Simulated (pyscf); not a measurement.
Optimised with ωB97X-D3(BJ)/def2-SVP in PySCF.

**Question.** Estimate by transition-state theory the rate constant of HO–Si(SiH₃)(SiH₃)–SiH₃ + BH₃ -> H₂B–O–Si(SiH₃)(SiH₃)–SiH₃ + H₂ (singlet surface; H–O, B–H broken, B–O, H–H formed) at 900 K, with ωB97M-D3(BJ)/def2-TZVP energies (ideal gas, 1 atm, RRHO with modes under 100 cm⁻¹ raised to 100, one conformer, R ln 2 for chiral ones without a mode under 150 cm⁻¹; no tunnelling).

**Answer.** The electronic barrier is 5.7 kcal/mol and the thermal terms add +34.0, so ΔG‡ = 39.7 kcal/mol. With k_BT/h = 1.88e+13 s⁻¹ and RT = 1.788 kcal/mol, and a volume of 1.23e-19 cm³ per molecule at 1 atm, k = 5.2e-16 cm³ molecule⁻¹ s⁻¹. Wigner's tunnelling factor for 1430i cm⁻¹ would be 1.22. A shift of 1 kcal/mol in the barrier changes k by a factor 1.7. On the reactant side the descent ends in an adduct with a B–O contact, 18.7 kcal/mol under the separated species and 24.4 kcal/mol under the saddle at ωB97X-D3(BJ)/def2-TZVP. What is counted as formed (B–O) is already present as a longer contact in the reactant adduct; forming that adduct is a step of its own. At the saddle there is also a short B–H contact that neither side keeps. HO–Si(SiH₃)(SiH₃)–SiH₃ lies 23.7 kcal/mol over its isomer H₃Si–SiH₂–O–SiH₂–SiH₃ (electronic energy, ωB97M-D3(BJ)/def2-TZVP). One saddle was located; it need not be the lowest between these sides.
